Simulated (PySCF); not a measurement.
CH3, SMILES [CH3], multiplicity 2. Atoms are numbered in the order given.

```xyz
4

C      0.0000     0.0000     0.0000
H      1.0810     0.0000     0.0000
H     -0.5405    -0.9362     0.0000
H     -0.5405     0.9362     0.0000
```
Charge 0, spin multiplicity 2.

Geometry: TPSSh-D3(BJ)/def2-TZVPD. The isomer is the one that the SMILES or the coordinates give; other isomers of the formula were not compared.

Calculation: M06-2X/def2-TZVPD (PySCF).

Mulliken values depend strongly on the basis, most of all with diffuse functions as here. ESP charges are fitted to the potential on shells at 1.4 to 2.0 van der Waals radii. Atomic charges (e):

```
atom  ESP fit  meta-Löwdin  Mulliken  Mulliken spin
----  -------  -----------  --------  -------------
C1        [?]        -0.37     -0.97           0.99
H2        [?]         0.12      0.32           0.00
H3        [?]         0.12      0.32           0.00
H4        [?]         0.12      0.32           0.00
```

Some entries are withheld; supply them. (Estimate from the structure and the level; the computed values follow.)


- C1, ESP fit: -0.68
- H2, ESP fit: 0.23
- H3, ESP fit: 0.23
- H4, ESP fit: 0.23
